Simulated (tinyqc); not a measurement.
Worked calculation (part 1 of 3): RHF in the sto-6g basis, for CH3-, spin multiplicity 1. The basis has no diffuse functions, so it cannot describe the extra electron: this is an exercise in the method, not the real anion. Computed by tinyqc, a small Python program that keeps every step (integrals from PySCF). Settings: charge = -1, multiplicity = 1, basis = sto-6g, energy threshold = 1e-09, iteration cap = 72, orthogonalisation = canonical, start = Wolfsberg-Helmholz matrix, DIIS depth = 6, DIIS from iteration = 3, method = RHF. Command: `OMP_NUM_THREADS=1 python tinyqc.py 27111 27112 out.jsonl` (the two numbers bound the seeds that draw the settings). One thread of a shared host (Intel(R) Xeon(R) Processor @ 2.60GHz), about 0.2 s of CPU time with the checks. Later iterations appear only in the table of the cycle.

## One-electron integrals

Geometry (angstrom):
```
atom          x          y         z
C      0.000000   0.000000  0.045000
H      1.349000   0.000000  0.000000
H     -0.675000   1.168000  0.000000
H     -0.675000  -1.168000  0.000000
```

Basis sto-6g: exponents (1/bohr^2) and contraction coefficients of normalised primitives:
```
element  l (shell)    exponent  coefficient
C            s (1)  742.737049     0.009164
C            s (1)  136.180025     0.049361
C            s (1)   38.098264     0.168538
C            s (1)   13.087782     0.370563
C            s (1)    5.082369     0.416492
C            s (1)    2.093200     0.130334
C            s (2)   30.497239    -0.013253
C            s (2)    6.036200    -0.046992
C            s (2)    1.876046    -0.033785
C            s (2)    0.721783     0.250242
C            s (2)    0.313471     0.595117
C            s (2)    0.143687     0.240706
C            p (3)   30.497239     0.003760
C            p (3)    6.036200     0.037679
C            p (3)    1.876046     0.173897
C            p (3)    0.721783     0.418036
C            p (3)    0.313471     0.425860
C            p (3)    0.143687     0.101708
H            s (1)   35.523221     0.009164
H            s (1)    6.513144     0.049361
H            s (1)    1.822143     0.168538
H            s (1)    0.625955     0.370563
H            s (1)    0.243077     0.416492
H            s (1)    0.100112     0.130334
```

Overlap, kinetic and nuclear-attraction integrals over the contracted functions; the nuclear repulsion is the sum of Za Zb / Rab.

nuclear repulsion = 7.73637125 hartree

overlap S:
```
           1C 1s     1C 2s     1C 2px     1C 2py     1C 2pz      2H 1s      3H 1s      4H 1s
1C 1s   1.000000  0.243228   0.000000   0.000000   0.000000   0.035650   0.035649   0.035649
1C 2s   0.243228  1.000000   0.000000   0.000000   0.000000   0.353895   0.353887   0.353887
1C 2px  0.000000  0.000000   1.000000   0.000000   0.000000   0.369646  -0.184954  -0.184954
1C 2py  0.000000  0.000000   0.000000   1.000000   0.000000   0.000000   0.320039  -0.320039
1C 2pz  0.000000  0.000000   0.000000   0.000000   1.000000  -0.012331  -0.012330  -0.012330
2H 1s   0.035650  0.353895   0.369646   0.000000  -0.012331   1.000000   0.068950   0.068950
3H 1s   0.035649  0.353887  -0.184954   0.320039  -0.012330   0.068950   1.000000   0.069047
4H 1s   0.035649  0.353887  -0.184954  -0.320039  -0.012330   0.068950   0.069047   1.000000
```

kinetic energy T (hartree):
```
            1C 1s      1C 2s     1C 2px     1C 2py     1C 2pz      2H 1s      3H 1s      4H 1s
1C 1s   16.068641  -0.492789   0.000000   0.000000   0.000000  -0.009088  -0.009088  -0.009088
1C 2s   -0.492789   0.492405   0.000000   0.000000   0.000000   0.039710   0.039707   0.039707
1C 2px   0.000000   0.000000   1.479234   0.000000   0.000000   0.134118  -0.067104  -0.067104
1C 2py   0.000000   0.000000   0.000000   1.479234   0.000000   0.000000   0.116115  -0.116115
1C 2pz   0.000000   0.000000   0.000000   0.000000   1.479234  -0.004474  -0.004474  -0.004474
2H 1s   -0.009088   0.039710   0.134118   0.000000  -0.004474   0.768522  -0.011363  -0.011363
3H 1s   -0.009088   0.039707  -0.067104   0.116115  -0.004474  -0.011363   0.768522  -0.011368
4H 1s   -0.009088   0.039707  -0.067104  -0.116115  -0.004474  -0.011363  -0.011368   0.768522
```

nuclear attraction V (hartree):
```
             1C 1s      1C 2s     1C 2px     1C 2py     1C 2pz      2H 1s      3H 1s      4H 1s
1C 1s   -35.184118  -3.904498   0.000008   0.000000   0.001166  -0.640049  -0.640023  -0.640023
1C 2s    -3.904498  -6.326356   0.000087   0.000000   0.012306  -1.774737  -1.774714  -1.774714
1C 2px    0.000008   0.000087  -6.366416   0.000000  -0.000002  -1.711080   0.856183   0.856183
1C 2py    0.000000   0.000000   0.000000  -6.366296   0.000000   0.000000  -1.481465   1.481465
1C 2pz    0.001166   0.012306  -0.000002   0.000000  -6.245632   0.059120   0.059119   0.059119
2H 1s    -0.640049  -1.774737  -1.711080   0.000000   0.059120  -4.027206  -0.306663  -0.306663
3H 1s    -0.640023  -1.774714   0.856183  -1.481465   0.059119  -0.306663  -4.027258  -0.307042
4H 1s    -0.640023  -1.774714   0.856183   1.481465   0.059119  -0.306663  -0.307042  -4.027258
```

core Hamiltonian H = T + V (hartree):
```
             1C 1s      1C 2s     1C 2px     1C 2py     1C 2pz      2H 1s      3H 1s      4H 1s
1C 1s   -19.115477  -4.397287   0.000008   0.000000   0.001166  -0.649137  -0.649111  -0.649111
1C 2s    -4.397287  -5.833950   0.000087   0.000000   0.012306  -1.735026  -1.735007  -1.735007
1C 2px    0.000008   0.000087  -4.887182   0.000000  -0.000002  -1.576962   0.789079   0.789079
1C 2py    0.000000   0.000000   0.000000  -4.887062   0.000000   0.000000  -1.365350   1.365350
1C 2pz    0.001166   0.012306  -0.000002   0.000000  -4.766398   0.054646   0.054645   0.054645
2H 1s    -0.649137  -1.735026  -1.576962   0.000000   0.054646  -3.258684  -0.318025  -0.318025
3H 1s    -0.649111  -1.735007   0.789079  -1.365350   0.054645  -0.318025  -3.258736  -0.318410
4H 1s    -0.649111  -1.735007   0.789079   1.365350   0.054645  -0.318025  -0.318410  -3.258736
```

## Two-electron integrals

Functions are numbered as in S; the eight-fold symmetry (ij|kl) = (ji|kl) = (kl|ij) leaves the list below.

Two-electron integrals (ij|kl) in chemists' order, unique and non-zero (hartree):
```
(11|11) 3.543743    (21|11) 0.529462    (21|21) 0.100317    (22|11) 0.853596
(22|21) 0.199930    (22|22) 0.624844    (31|31) 0.021271    (32|31) 0.031868
(32|32) 0.138108    (33|11) 0.853598    (33|21) 0.199930    (33|22) 0.624843
(33|33) 0.673218    (41|41) 0.021271    (42|41) 0.031868    (42|42) 0.138108
(43|43) 0.036281    (44|11) 0.853598    (44|21) 0.199930    (44|22) 0.624843
(44|33) 0.600655    (44|44) 0.673218    (51|51) 0.021271    (52|51) 0.031868
(52|52) 0.138108    (53|53) 0.036281    (54|54) 0.036281    (55|11) 0.853598
(55|21) 0.199930    (55|22) 0.624843    (55|33) 0.600655    (55|44) 0.600655
(55|55) 0.673218    (61|11) 0.081471    (61|21) 0.014876    (61|22) 0.029221
(61|31) 0.000976    (61|32) 0.001904    (61|33) 0.029439    (61|44) 0.029112
(61|51) -0.000033   (61|52) -0.000064   (61|53) -0.000011   (61|55) 0.029112
(61|61) 0.002268    (62|11) 0.217968    (62|21) 0.051935    (62|22) 0.181665
(62|31) 0.005275    (62|32) 0.036848    (62|33) 0.190649    (62|44) 0.177165
(62|51) -0.000176   (62|52) -0.001229   (62|53) -0.000450   (62|55) 0.177180
(62|61) 0.007973    (62|62) 0.073529    (63|11) 0.197736    (63|21) 0.047725
(63|22) 0.176507    (63|31) 0.009323    (63|32) 0.060098    (63|33) 0.193690
(63|44) 0.167909    (63|51) -0.000136   (63|52) -0.001081   (63|53) -0.000627
(63|55) 0.167922    (63|61) 0.007639    (63|62) 0.084553    (63|63) 0.103709
(64|41) 0.005239    (64|42) 0.027697    (64|43) 0.006979    (64|54) -0.000233
(64|64) 0.008321    (65|11) -0.006596   (65|21) -0.001592   (65|22) -0.005888
(65|31) -0.000136   (65|32) -0.001081   (65|33) -0.005995   (65|44) -0.005601
(65|51) 0.005244    (65|52) 0.027733    (65|53) 0.006992    (65|55) -0.006067
(65|61) -0.000255   (65|62) -0.002821   (65|63) -0.003182   (65|65) 0.008427
(66|11) 0.388910    (66|21) 0.094413    (66|22) 0.376244    (66|31) 0.010922
(66|32) 0.104796    (66|33) 0.413634    (66|44) 0.357517    (66|51) -0.000364
(66|52) -0.003496   (66|53) -0.001872   (66|55) 0.357580    (66|61) 0.014671
(66|62) 0.202274    (66|63) 0.255583    (66|65) -0.008526   (66|66) 0.774999
(71|11) 0.081468    (71|21) 0.014876    (71|22) 0.029220    (71|31) -0.000488
(71|32) -0.000953   (71|33) 0.029193    (71|41) 0.000845    (71|42) 0.001648
(71|43) -0.000141   (71|44) 0.029356    (71|51) -0.000033   (71|52) -0.000064
(71|53) 0.000005    (71|54) -0.000009   (71|55) 0.029111    (71|61) 0.002194
(71|62) 0.007425    (71|63) 0.006683    (71|64) 0.000262    (71|65) -0.000238
(71|66) 0.013453    (71|71) 0.002268    (72|11) 0.217962    (72|21) 0.051933
(72|22) 0.181660    (72|31) -0.002640   (72|32) -0.018437   (72|33) 0.180536
(72|41) 0.004567    (72|42) 0.031903    (72|43) -0.005841   (72|44) 0.187268
(72|51) -0.000176   (72|52) -0.001229   (72|53) 0.000225    (72|54) -0.000389
(72|55) 0.177175    (72|61) 0.007425    (72|62) 0.049515    (72|63) 0.045351
(72|64) 0.005838    (72|65) -0.001850   (72|66) 0.103252    (72|71) 0.007973
(72|72) 0.073526    (73|11) -0.098937   (73|21) -0.023879   (73|22) -0.088316
(73|31) 0.006262    (73|32) 0.035808    (73|33) -0.092479   (73|41) -0.001769
(73|42) -0.014037   (73|43) 0.008605    (73|44) -0.088448   (73|51) 0.000068
(73|52) 0.000541    (73|53) -0.000332   (73|54) 0.000171    (73|55) -0.084020
(73|61) -0.003117   (73|62) -0.017638   (73|63) -0.011870   (73|64) -0.001451
(73|65) 0.000651    (73|66) -0.032806   (73|71) -0.003822   (73|72) -0.042305
(73|73) 0.032201    (74|11) 0.171198    (74|21) 0.041320    (74|22) 0.152819
(74|31) -0.001769   (74|32) -0.014037   (74|33) 0.147938    (74|41) 0.008301
(74|42) 0.051984    (74|43) -0.007926   (74|44) 0.165133    (74|51) -0.000118
(74|52) -0.000936   (74|53) 0.000171    (74|54) -0.000528   (74|55) 0.145386
(74|61) 0.005917    (74|62) 0.042187    (74|63) 0.038595    (74|64) 0.009596
(74|65) -0.001546   (74|66) 0.089009    (74|71) 0.006614    (74|72) 0.073204
(74|73) -0.041322   (74|74) 0.079824    (75|11) -0.006596   (75|21) -0.001592
(75|22) -0.005888   (75|31) 0.000068    (75|32) 0.000541    (75|33) -0.005700
(75|41) -0.000118   (75|42) -0.000936   (75|43) 0.000171    (75|44) -0.005897
(75|51) 0.005244    (75|52) 0.027732    (75|53) -0.003499   (75|54) 0.006054
(75|55) -0.006067   (75|61) -0.000238   (75|62) -0.001850   (75|63) -0.001664
(75|64) -0.000210   (75|65) 0.005188    (75|66) -0.004051   (75|71) -0.000255
(75|72) -0.002820   (75|73) 0.001592    (75|74) -0.002755   (75|75) 0.008427
(76|11) 0.036790    (76|21) 0.008802    (76|22) 0.032033    (76|31) 0.000369
(76|32) 0.002769    (76|33) 0.032306    (76|41) 0.000639    (76|42) 0.004798
(76|43) 0.000250    (76|44) 0.032595    (76|51) -0.000049   (76|52) -0.000370
(76|53) -0.000052   (76|54) -0.000089   (76|55) 0.031199    (76|61) 0.001314
(76|62) 0.011420    (76|63) 0.012258    (76|64) 0.001248    (76|65) -0.000481
(76|66) 0.029366    (76|71) 0.001314    (76|72) 0.011420    (76|73) -0.005052
(76|74) 0.011237    (76|75) -0.000481   (76|76) 0.002257    (77|11) 0.388905
(77|21) 0.094411    (77|22) 0.376240    (77|31) -0.005465   (77|32) -0.052435
(77|33) 0.371563    (77|41) 0.009456    (77|42) 0.090732    (77|43) -0.024311
(77|44) 0.399580    (77|51) -0.000364   (77|52) -0.003496   (77|53) 0.000937
(77|54) -0.001621   (77|55) 0.357576    (77|61) 0.013453    (77|62) 0.103254
(77|63) 0.093482    (77|64) 0.016133    (77|65) -0.004051   (77|66) 0.226219
(77|71) 0.014670    (77|72) 0.202268    (77|73) -0.127881   (77|74) 0.221282
(77|75) -0.008525   (77|76) 0.029366    (77|77) 0.774999    (81|11) 0.081468
(81|21) 0.014876    (81|22) 0.029220    (81|31) -0.000488   (81|32) -0.000953
(81|33) 0.029193    (81|41) -0.000845   (81|42) -0.001648   (81|43) 0.000141
(81|44) 0.029356    (81|51) -0.000033   (81|52) -0.000064   (81|53) 0.000005
(81|54) 0.000009    (81|55) 0.029111    (81|61) 0.002194    (81|62) 0.007425
(81|63) 0.006683    (81|64) -0.000262   (81|65) -0.000238   (81|66) 0.013453
(81|71) 0.002194    (81|72) 0.007425    (81|73) -0.003571   (81|74) 0.005655
(81|75) -0.000238   (81|76) 0.001242    (81|77) 0.013454    (81|81) 0.002268
(82|11) 0.217962    (82|21) 0.051933    (82|22) 0.181660    (82|31) -0.002640
(82|32) -0.018437   (82|33) 0.180536    (82|41) -0.004567   (82|42) -0.031903
(82|43) 0.005841    (82|44) 0.187268    (82|51) -0.000176   (82|52) -0.001229
(82|53) 0.000225    (82|54) 0.000389    (82|55) 0.177175    (82|61) 0.007425
(82|62) 0.049515    (82|63) 0.045351    (82|64) -0.005838   (82|65) -0.001850
(82|66) 0.103252    (82|71) 0.007425    (82|72) 0.049524    (82|73) -0.027759
(82|74) 0.036353    (82|75) -0.001851   (82|76) 0.008321    (82|77) 0.103279
(82|81) 0.007973    (82|82) 0.073526    (83|11) -0.098937   (83|21) -0.023879
(83|22) -0.088316   (83|31) 0.006262    (83|32) 0.035808    (83|33) -0.092479
(83|41) 0.001769    (83|42) 0.014037    (83|43) -0.008605   (83|44) -0.088448
(83|51) 0.000068    (83|52) 0.000541    (83|53) -0.000332   (83|54) -0.000171
(83|55) -0.084020   (83|61) -0.003117   (83|62) -0.017638   (83|63) -0.011870
(83|64) 0.001451    (83|65) 0.000651    (83|66) -0.032806   (83|71) -0.003571
(83|72) -0.027759   (83|73) 0.020351    (83|74) -0.020040   (83|75) 0.001015
(83|76) -0.003681   (83|77) -0.060780   (83|81) -0.003822   (83|82) -0.042305
(83|83) 0.032201    (84|11) -0.171198   (84|21) -0.041320   (84|22) -0.152819
(84|31) 0.001769    (84|32) 0.014037    (84|33) -0.147938   (84|41) 0.008301
(84|42) 0.051984    (84|43) -0.007926   (84|44) -0.165133   (84|51) 0.000118
(84|52) 0.000936    (84|53) -0.000171   (84|54) -0.000528   (84|55) -0.145386
(84|61) -0.005917   (84|62) -0.042187   (84|63) -0.038595   (84|64) 0.009596
(84|65) 0.001546    (84|66) -0.089009   (84|71) -0.005655   (84|72) -0.036353
(84|73) 0.020040    (84|74) -0.022569   (84|75) 0.001336    (84|76) -0.006368
(84|77) -0.072888   (84|81) -0.006614   (84|82) -0.073204   (84|83) 0.041322
(84|84) 0.079824    (85|11) -0.006596   (85|21) -0.001592   (85|22) -0.005888
(85|31) 0.000068    (85|32) 0.000541    (85|33) -0.005700   (85|41) 0.000118
(85|42) 0.000936    (85|43) -0.000171   (85|44) -0.005897   (85|51) 0.005244
(85|52) 0.027732    (85|53) -0.003499   (85|54) -0.006054   (85|55) -0.006067
(85|61) -0.000238   (85|62) -0.001850   (85|63) -0.001664   (85|64) 0.000210
(85|65) 0.005188    (85|66) -0.004051   (85|71) -0.000238   (85|72) -0.001851
(85|73) 0.001015    (85|74) -0.001336   (85|75) 0.005190    (85|76) -0.000339
(85|77) -0.004052   (85|81) -0.000255   (85|82) -0.002820   (85|83) 0.001592
(85|84) 0.002755    (85|85) 0.008427    (86|11) 0.036790    (86|21) 0.008802
(86|22) 0.032033    (86|31) 0.000369    (86|32) 0.002769    (86|33) 0.032306
(86|41) -0.000639   (86|42) -0.004798   (86|43) -0.000250   (86|44) 0.032595
(86|51) -0.000049   (86|52) -0.000370   (86|53) -0.000052   (86|54) 0.000089
(86|55) 0.031199    (86|61) 0.001314    (86|62) 0.011420    (86|63) 0.012258
(86|64) -0.001248   (86|65) -0.000481   (86|66) 0.029366    (86|71) 0.001242
(86|72) 0.008321    (86|73) -0.003681   (86|74) 0.006368    (86|75) -0.000339
(86|76) 0.001725    (86|77) 0.017361    (86|81) 0.001314    (86|82) 0.011420
(86|83) -0.005052   (86|84) -0.011237   (86|85) -0.000481   (86|86) 0.002257
(87|11) 0.036832    (87|21) 0.008812    (87|22) 0.032073    (87|31) -0.000739
(87|32) -0.005552   (87|33) 0.032782    (87|44) 0.032199    (87|51) -0.000049
(87|52) -0.000370   (87|53) 0.000104    (87|55) 0.031236    (87|61) 0.001243
(87|62) 0.008330    (87|63) 0.007363    (87|65) -0.000340   (87|66) 0.017380
(87|71) 0.001316    (87|72) 0.011436    (87|73) -0.007226   (87|74) 0.010003
(87|75) -0.000482   (87|76) 0.001727    (87|77) 0.029414    (87|81) 0.001316
(87|82) 0.011436    (87|83) -0.007226   (87|84) -0.010003   (87|85) -0.000482
(87|86) 0.001727    (87|87) 0.002263    (88|11) 0.388905    (88|21) 0.094411
(88|22) 0.376240    (88|31) -0.005465   (88|32) -0.052435   (88|33) 0.371563
(88|41) -0.009456   (88|42) -0.090732   (88|43) 0.024311    (88|44) 0.399580
(88|51) -0.000364   (88|52) -0.003496   (88|53) 0.000937    (88|54) 0.001621
(88|55) 0.357576    (88|61) 0.013453    (88|62) 0.103254    (88|63) 0.093482
(88|64) -0.016133   (88|65) -0.004051   (88|66) 0.226219    (88|71) 0.013454
(88|72) 0.103279    (88|73) -0.060780   (88|74) 0.072888    (88|75) -0.004052
(88|76) 0.017361    (88|77) 0.226299    (88|81) 0.014670    (88|82) 0.202268
(88|83) -0.127881   (88|84) -0.221282   (88|85) -0.008525   (88|86) 0.029366
(88|87) 0.029414    (88|88) 0.774999
```

## Orthogonalisation

S = U s U^T; canonical form X = U s^(-1/2), so that X^T S X = 1. Each column of U has its largest component positive (the first on a tie).

eigenvalues of S: 0.416089  0.511403  0.511558  0.974042  1.002388  1.419395  1.419680  1.745445

X:
```
                1          2          3          4          5          6          7          8
1C 1s   -0.382512  -0.000195   0.000000   0.901325   0.269514   0.000000   0.000142   0.207302
1C 2s    1.160366   0.000468   0.000000  -0.005455   0.029766   0.000000   0.000220   0.501418
1C 2px  -0.000535   0.950535   0.000000  -0.000050  -0.000017   0.000000   0.615561  -0.000185
1C 2py   0.000000   0.000000   0.950299   0.000000   0.000000   0.615674   0.000000   0.000000
1C 2pz  -0.034878  -0.000013   0.000000  -0.294073   0.955344   0.000000  -0.000005  -0.015114
2H 1s   -0.550257  -0.837576   0.000000  -0.206455  -0.061708   0.000000   0.465861   0.304470
3H 1s   -0.550712   0.418542  -0.725170  -0.206312  -0.061664   0.403405  -0.232854   0.304627
4H 1s   -0.550712   0.418542   0.725170  -0.206312  -0.061664  -0.403405  -0.232854   0.304627
```

## Starting guess

The start is the generalised Wolfsberg-Helmholz matrix (K = 1.75) built on H; D = 2 C_occ C_occ^T.

D at the start:
```
            1C 1s      1C 2s     1C 2px     1C 2py     1C 2pz      2H 1s      3H 1s      4H 1s
1C 1s    2.049602  -0.205753  -0.000037   0.000000  -0.009053  -0.134083  -0.134053  -0.134053
1C 2s   -0.205753   0.987210   0.000120   0.000000   0.031608   0.331714   0.331613   0.331613
1C 2px  -0.000037   0.000120   1.292202   0.000000  -0.000003   0.445056  -0.222572  -0.222572
1C 2py   0.000000   0.000000   0.000000   1.292514   0.000000   0.000000   0.385462  -0.385462
1C 2pz  -0.009053   0.031608  -0.000003   0.000000   1.999141  -0.007218  -0.007215  -0.007215
2H 1s   -0.134083   0.331714   0.445056   0.000000  -0.007218   0.266979   0.037024   0.037024
3H 1s   -0.134053   0.331613  -0.222572   0.385462  -0.007215   0.037024   0.266959   0.037049
4H 1s   -0.134053   0.331613  -0.222572  -0.385462  -0.007215   0.037024   0.037049   0.266959
```
